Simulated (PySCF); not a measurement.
**Bonding in cyclobutadiene**

Cyclobutadiene, C4H4.
Atom-mapped SMILES: `[CH:1]1=[CH:2][CH:3]=[CH:4]1` (hydrogens: H5 on C1; H6 on C2; H7 on C3; H8 on C4)

Geometry (PBE0-D3(BJ)/def2-SVP, Å), atoms numbered from 1 in this order:
```xyz
8
C4H4 angstrom
C      1.008   -0.247   -0.164
C      0.072    1.010   -0.135
C     -0.973    0.226    0.144
C     -0.037   -1.032    0.113
H      2.072   -0.410   -0.344
H      0.217    2.082   -0.276
H     -2.036    0.389    0.323
H     -0.183   -2.103    0.255
```

Bond orders from the PBE0/pcSseg-1 density (PySCF). Isolated species at its PBE0-D3(BJ)/def2-SVP geometry, gas phase.

Question: How far do the computed orders between heavy atoms stray from the drawn ones?

Answer: The largest departure is 1.099, at C1–C2 (drawn double, 0.901) and C3–C4 (drawn double, 0.901). Drawn single, order above 1.12: C2–C3 (1.891) and C4–C1 (1.891). Drawn double or triple, more than 0.30 short of the drawn order: C1–C2 (0.901) and C3–C4 (0.901).

Question: Set the Mayer orders of the bonds beside their lengths.

Answer: 
```tsv
bond	drawn as	length (Å)	Mayer order
C1–C2	double	1.568	0.901
C2–C3	single	1.336	1.891
C3–C4	double	1.568	0.901
C4–C1	single	1.336	1.891
C1–H5	single	1.091	0.997
C2–H6	single	1.091	0.997
C3–H7	single	1.091	0.997
C4–H8	single	1.091	0.997
```

By pair of heavy elements: C–C: lowest C1–C2 and C3–C4 (0.901, 1.568 Å), highest C2–C3 and C4–C1 (1.891, 1.336 Å). Bonds named together lie within 0.004.

Question: Sum the orders of all bonds at each heavy atom with more than one neighbour and set the sums beside the valence in the SMILES.

Answer: C1 3.789 (drawn 4), C2 3.789 (drawn 4), C3 3.789 (drawn 4), C4 3.789 (drawn 4). Orders between atoms that aren't bonded are not in these sums.

The Mayer order sums products of elements of PS (density times overlap matrix) between the two atoms' basis functions, so it depends on the basis set.
